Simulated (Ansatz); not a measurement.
ethanethiol (C2H6S), SMILES CCS.

Geometry: ωB97X-D3(BJ)/def2-TZVP. Other conformers were not sampled.

Two levels are set side by side: PBE/def2-SVPD (Ansatz, a quantum-chemistry and plane-wave program) and CAM-B3LYP/def2-SVPD (Ansatz). Energy differences of separate SCF runs at the same geometry; the states with an electron removed or added have multiplicity 2 and 2. Differences are taken from unrounded values.

| quantity | CAM-B3LYP | PBE | PBE minus CAM-B3LYP |
|---|---|---|---|
| vertical ionisation energy (eV) | 9.31 | 9.15 | -0.16 |
| vertical singlet–triplet gap (eV) | 5.28 | 5.00 | -0.28 |
